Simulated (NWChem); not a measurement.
Everything below was run with NWChem. System: trifluoromethane (CHF3), charge 0, spin multiplicity 1, at a geometry optimised with PBE0/def2-SVP. Level: PBE0/def2-SVP.

Job file:

```
start mol
memory heap 200 mb stack 900 mb global 1100 mb
geometry units angstroms nocenter noautoz noautosym
  F      0.077835    -0.630672     1.078383
  C     -0.331824     0.026153     0.000000
  F      0.077835    -0.630672    -1.078383
  F      0.224611     1.231370     0.000000
  H     -1.431582     0.112843     0.000000
end
basis spherical
  * library def2-svp
end
dft
  xc pbe0
  semidirect memsize 60000000 filesize 0
  iterations 100
end
task dft energy
```

NWChem printed:

```
             Northwest Computational Chemistry Package (NWChem) 7.3.0
             --------------------------------------------------------

                                NWChem Input Module
                                -------------------

 Scaling coordinates for geometry "geometry" by  1.889725989
 (inverse scale =  0.529177249)

                             Geometry "geometry" -> ""
                             -------------------------

 Output coordinates in angstroms (scale by  1.889725989 to convert to a.u.)

  No.       Tag          Charge          X              Y              Z
 ---- ---------------- ---------- -------------- -------------- --------------
    1 F                    9.0000     0.07783500    -0.63067200     1.07838300
    2 C                    6.0000    -0.33182400     0.02615300     0.00000000
    3 F                    9.0000     0.07783500    -0.63067200    -1.07838300
    4 F                    9.0000     0.22461100     1.23137000     0.00000000
    5 H                    1.0000    -1.43158200     0.11284300     0.00000000

 Effective nuclear repulsion energy (a.u.)     134.2283782719

            Nuclear Dipole moment (a.u.)
            ----------------------------
        X                 Y               Z
 ---------------- ---------------- ----------------
     0.0000056692    -0.0000094486     0.0000000000


 Summary of "ao basis" -> "" (spherical)
 ------------------------------------------------------------------------------
       Tag                 Description            Shells   Functions and Types
 ---------------- ------------------------------  ------  ---------------------
 *                          def2-svp                  on all atoms

                                 NWChem DFT Module
                                 -----------------

 Summary of "ao basis" -> "ao basis" (spherical)
 ------------------------------------------------------------------------------
       Tag                 Description            Shells   Functions and Types
 ---------------- ------------------------------  ------  ---------------------
 F                          def2-svp                 6       14   3s2p1d
 C                          def2-svp                 6       14   3s2p1d
 H                          def2-svp                 3        5   2s1p

 Summary of "ao basis" -> "ao basis" (spherical)
 ------------------------------------------------------------------------------
       Tag                 Description            Shells   Functions and Types
 ---------------- ------------------------------  ------  ---------------------
 F                          def2-svp                 6       14   3s2p1d
 C                          def2-svp                 6       14   3s2p1d
 H                          def2-svp                 3        5   2s1p

            General Information
            -------------------
          SCF calculation type: DFT
          Wavefunction type:  closed shell.
          No. of atoms     :     5
          No. of electrons :    34
           Alpha electrons :    17
            Beta electrons :    17
          Charge           :     0
          Spin multiplicity:     1
          Use of symmetry is: off; symmetry adaption is: off
          Maximum number of iterations: 100
          AO basis - number of functions:    61
                     number of shells:    27
          Convergence on energy requested:  1.00D-06
          Convergence on density requested:  1.00D-05
          Convergence on gradient requested:  5.00D-04

              XC Information
              --------------
                         PBE0 Method XC Functional
                     Hartree-Fock (Exact) Exchange  0.250
          PerdewBurkeErnzerhof Exchange Functional  0.750
            Perdew 1991 LDA Correlation Functional  1.000 local
           PerdewBurkeErnz. Correlation Functional  1.000 non-local

             Grid Information
             ----------------
          Grid used for XC integration:  medium
          Radial quadrature: Mura-Knowles
          Angular quadrature: Lebedev.
          Tag              B.-S. Rad. Rad. Pts. Rad. Cut. Ang. Pts.
          ---              ---------- --------- --------- ---------
          F                   0.50       49           7.0       434
          C                   0.70       49           6.0       434
          H                   0.35       45           6.0       434
          Grid pruning is: on
          Number of quadrature shells:   241
          Spatial weights used:  Erf1

          Convergence Information
          -----------------------
          Convergence aids based upon iterative change in
          total energy or number of iterations.
          Levelshifting, if invoked, occurs when the
          HOMO/LUMO gap drops below (HL_TOL):  1.00D-02
          DIIS, if invoked, will attempt to extrapolate
          using up to (NFOCK): 10 stored Fock matrices.

                    Damping( 0%)  Levelshifting(0.5)       DIIS
                  --------------- ------------------- ---------------
          dE  on:    start            ASAP                start
          dE off:    2 iters        100 iters           100 iters

      Screening Tolerance Information
      -------------------------------
          Density screening/tol_rho:  1.00D-10
          AO Gaussian exp screening on grid/accAOfunc:  14
          CD Gaussian exp screening on grid/accCDfunc:  20
          XC Gaussian exp screening on grid/accXCfunc:  20
          Schwarz screening/accCoul:  1.00D-08

      Superposition of Atomic Density Guess
      -------------------------------------

 Sum of atomic energies:        -336.00162364

      Non-variational initial energy
      ------------------------------

 Total energy =    -337.118493
 1-e energy   =    -735.326269
 2-e energy   =     263.979397
 HOMO         =      -0.458470
 LUMO         =       0.198643

------------------------------------------------------------
EAF file 0: "./mol.aoints.0" size=524288 bytes
------------------------------------------------------------
               write      read    awrite     aread      wait
               -----      ----    ------     -----      ----
     calls:        1         0         0         0         0
   data(b): 5.24e+05  0.00e+00  0.00e+00  0.00e+00
   time(s): 0.00e+00  0.00e+00  0.00e+00  0.00e+00  0.00e+00
rate(mb/s): 0.00e+00  0.00e+00
------------------------------------------------------------

   convergence    iter        energy       DeltaE   RMS-Dens  Diis-err    time
 ---------------- ----- ----------------- --------- --------- ---------  ------
 d= 0,ls=0.0,diis     1   -337.5096542634 -4.72D+02  2.16D-02  1.36D+00     0.7
 d= 0,ls=0.0,diis     2   -337.4507272245  5.89D-02  1.16D-02  2.40D+00     0.8
 d= 0,ls=0.0,diis     3   -337.6529439236 -2.02D-01  1.21D-03  1.52D-02     1.0
 d= 0,ls=0.0,diis     4   -337.6539520103 -1.01D-03  3.85D-04  1.93D-03     1.2
 d= 0,ls=0.0,diis     5   -337.6541105632 -1.59D-04  3.44D-05  5.30D-06     1.4
 d= 0,ls=0.0,diis     6   -337.6541112466 -6.83D-07  4.03D-06  5.32D-08     1.5

         Total DFT energy =     -337.654111246586
      One electron energy =     -735.752128307942
           Coulomb energy =      300.745908985543
    Exchange-Corr. energy =      -36.876270196136
 Nuclear repulsion energy =      134.228378271949

 Numeric. integr. density =       34.000004140817

     Total iterative time =      1.3s

                       DFT Final Molecular Orbital Analysis
                       ------------------------------------

 Vector   15  Occ=2.000000D+00  E=-4.529106D-01
              MO Center=  1.2D-01,  3.7D-01, -1.3D-02, r^2= 1.9D+00
   Bfn.  Coefficient  Atom+Function         Bfn.  Coefficient  Atom+Function
  ----- ------------  ---------------      ----- ------------  ---------------
    47     -0.372062  4 F  py                46      0.348109  4 F  px
    50      0.253010  4 F  py                 5     -0.251628  1 F  py
    33     -0.252240  3 F  py                49     -0.232752  4 F  px
    32     -0.214121  3 F  px                 4     -0.203034  1 F  px
     8      0.158591  1 F  py                36      0.159267  3 F  py

 Vector   16  Occ=2.000000D+00  E=-4.300222D-01
              MO Center=  1.2D-01, -9.7D-03, -1.3D-06, r^2= 2.0D+00
   Bfn.  Coefficient  Atom+Function         Bfn.  Coefficient  Atom+Function
  ----- ------------  ---------------      ----- ------------  ---------------
    48      0.409603  4 F  pz                 5     -0.353616  1 F  py
    33      0.353616  3 F  py                51     -0.276983  4 F  pz
     8      0.239123  1 F  py                36     -0.239124  3 F  py
     6     -0.204787  1 F  pz                34     -0.204788  3 F  pz
     9      0.138482  1 F  pz                37      0.138482  3 F  pz

 Vector   17  Occ=2.000000D+00  E=-4.073504D-01
              MO Center= -3.4D-01,  2.7D-02, -5.7D-07, r^2= 1.9D+00
   Bfn.  Coefficient  Atom+Function         Bfn.  Coefficient  Atom+Function
  ----- ------------  ---------------      ----- ------------  ---------------
    57     -0.352616  5 H  s                 46      0.327993  4 F  px
     4      0.325008  1 F  px                32      0.325009  3 F  px
    18      0.256935  2 C  px                49     -0.223166  4 F  px
     7     -0.220556  1 F  px                35     -0.220556  3 F  px
    58     -0.177416  5 H  s                 17     -0.105985  2 C  s

 Vector   18  Occ=0.000000D+00  E= 8.934559D-02
              MO Center= -1.8D+00,  1.4D-01, -3.9D-09, r^2= 2.0D+00
   Bfn.  Coefficient  Atom+Function         Bfn.  Coefficient  Atom+Function
  ----- ------------  ---------------      ----- ------------  ---------------
    58      2.139373  5 H  s                 17     -1.369376  2 C  s
    21      0.870636  2 C  px                18      0.381831  2 C  px
    16     -0.273863  2 C  s                 15      0.104841  2 C  s
     7     -0.103898  1 F  px                35     -0.103898  3 F  px
    49     -0.103131  4 F  px                57      0.076455  5 H  s

 Vector   19  Occ=0.000000D+00  E= 1.644957D-01
              MO Center= -4.6D-01, -1.6D-02, -1.3D-04, r^2= 1.8D+00
   Bfn.  Coefficient  Atom+Function         Bfn.  Coefficient  Atom+Function
  ----- ------------  ---------------      ----- ------------  ---------------
    22      1.180931  2 C  py                45     -0.701228  4 F  s
    19      0.574213  2 C  py                 3      0.351376  1 F  s
    31      0.349836  3 F  s                 50      0.285961  4 F  py
     9     -0.249489  1 F  pz                37      0.249083  3 F  pz
    49      0.238827  4 F  px                46     -0.203693  4 F  px

 Vector   20  Occ=0.000000D+00  E= 1.644984D-01
              MO Center= -4.6D-01,  8.8D-02,  1.3D-04, r^2= 1.8D+00
   Bfn.  Coefficient  Atom+Function         Bfn.  Coefficient  Atom+Function
  ----- ------------  ---------------      ----- ------------  ---------------
    23      1.184605  2 C  pz                 3     -0.606839  1 F  s
    31      0.607728  3 F  s                 20      0.575991  2 C  pz
    51     -0.271877  4 F  pz                 8     -0.263345  1 F  py
    36      0.263043  3 F  py                48      0.201997  4 F  pz
     5      0.184217  1 F  py                33     -0.183976  3 F  py

 center of mass
 --------------
 x =   0.04859243 y =  -0.00383047 z =   0.00000000

 moments of inertia (a.u.)
 ------------------
         314.708867137192         -11.163379392329           0.000000000000
         -11.163379392329         173.967913645480           0.000000000000
           0.000000000000           0.000000000000         173.088581129098

     Multipole analysis of the density
     ---------------------------------

     L   x y z        total         alpha         beta         nuclear
     -   - - -        -----         -----         ----         -------
     0   0 0 0     -0.000000    -17.000000    -17.000000     34.000000

     1   1 0 0     -0.589544     -0.294775     -0.294775      0.000006
     1   0 1 0      0.046454      0.023232      0.023232     -0.000009
     1   0 0 1     -0.000000     -0.000000     -0.000000      0.000000

     2   2 0 0    -13.666568    -12.677634    -12.677634     11.688701
     2   1 1 0     -0.199030     -2.584993     -2.584993      4.970956
     2   1 0 1     -0.000000     -0.000000     -0.000000      0.000000
     2   0 2 0    -16.175845    -45.267586    -45.267586     74.359327
     2   0 1 1      0.000000      0.000000      0.000000      0.000000
     2   0 0 2    -16.191500    -45.471184    -45.471184     74.750868

 Task  times  cpu:        1.5s     wall:        1.5s

 Total times  cpu:        1.5s     wall:        1.5s
```
